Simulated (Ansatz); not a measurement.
**Si2NH6 radical: basis-set convergence**

One table from this session's results is given with a row withheld; the runs are named, their logs left out.

Method: one geometry, several basis sets; program: Ansatz 0.2.0, Gaussian basis.

The runs, in order: PBE0-D4/def2-SVP; ωB97M-V/def2-SVP; PBE0-D4/def2-QZVPP; ωB97M-V/def2-QZVPP; CCSD(T)/cc-pV(D+d)Z; CCSD(T)/cc-pV(T+d)Z; CCSD(T)/cc-pV(Q+d)Z; the functionals' def2-TZVPP values are taken from earlier runs.

## The relaxed structure

The geometry comes from an earlier relaxation with PBE0-D4 in a triple-zeta def2 set; it is a stationary point, not always the lowest conformer.

SMILES `[SiH3][N][SiH3]`, 9 atoms, charge 0, spin multiplicity 2.

Atoms are counted from 1 here; the program's logs count them from 0.

Bond lengths: Si1–N2 1.720 Å, Si1–H4 1.490 Å, Si1–H5 1.490 Å, Si1–H6 1.486 Å, N2–Si3 1.720 Å, Si3–H7 1.490 Å, Si3–H8 1.490 Å, Si3–H9 1.486 Å. Angles: N2–Si1–H4 115.3°, N2–Si1–H5 105.5°, N2–Si1–H6 108.5°, H4–Si1–H5 109.0°, H4–Si1–H6 108.9°, H5–Si1–H6 109.5°, Si1–N2–Si3 137.8°, N2–Si3–H7 105.6°, N2–Si3–H8 115.3°, N2–Si3–H9 108.4°, H7–Si3–H8 109.0°, H7–Si3–H9 109.5°, H8–Si3–H9 108.9°.

The first run:

in.yaml reads:

```yaml
crystal:
  periodic: [false, false, false]
  atoms:
    - {symbol: Si, position_ang: [-0.774009, 1.094499, -0.884002]}
    - {symbol: N, position_ang: [0.224383, 0.477813, 0.374048]}
    - {symbol: Si, position_ang: [0.765159, -1.055191, 0.937334]}
    - {symbol: H, position_ang: [-1.664376, 0.094297, -1.538170]}
    - {symbol: H, position_ang: [0.163333, 1.647117, -1.901694]}
    - {symbol: H, position_ang: [-1.607908, 2.192703, -0.329486]}
    - {symbol: H, position_ang: [2.187462, -1.161066, 0.507018]}
    - {symbol: H, position_ang: [0.011773, -2.229280, 0.412920]}
    - {symbol: H, position_ang: [0.694184, -1.060881, 2.422033]}
basis:
  gaussian: {orbitals: def2-SVP}
magnetization: {spin_polarized: true, initial_magnetization: 1}
hamiltonian: {xc: pbe0, dispersion: d4}
output: {orbitals: {seedname: orbitals}}
```

Launch:

```console
ansatz run in.yaml --threads 2 --pin off --events-out ev --progress --plain --max-ram 32768MiB --backend cpu
```

Among the steps run: PBE0-D4 in def2-SVP; ωB97M-V in def2-SVP; PBE0-D4 in def2-QZVPP; ωB97M-V in def2-QZVPP.

One of the session's tables, all rows but one given; the rest of the session is left out.

It belongs to the step «Density functionals: the series». 

| functional | basis | HOMO (eV) | LUMO (eV) |
| --- | --- | --- | --- |
| PBE0-D4 | def2-SVP | -7.49 | -3.90 |
| PBE0-D4 | def2-TZVPP | ? | ? |
| PBE0-D4 | def2-QZVPP | -7.67 | -4.07 |
| ωB97M-V | def2-SVP | -9.76 | -1.83 |
| ωB97M-V | def2-TZVPP | -9.95 | -2.05 |
| ωB97M-V | def2-QZVPP | -9.97 | -2.08 |

Estimate the missing values for PBE0-D4, def2-TZVPP.

The run gave: HOMO (eV): -7.65; LUMO (eV): -4.05. In the column «HOMO (eV)» it lies between PBE0-D4, def2-QZVPP (-7.67) and PBE0-D4, def2-SVP (-7.49).
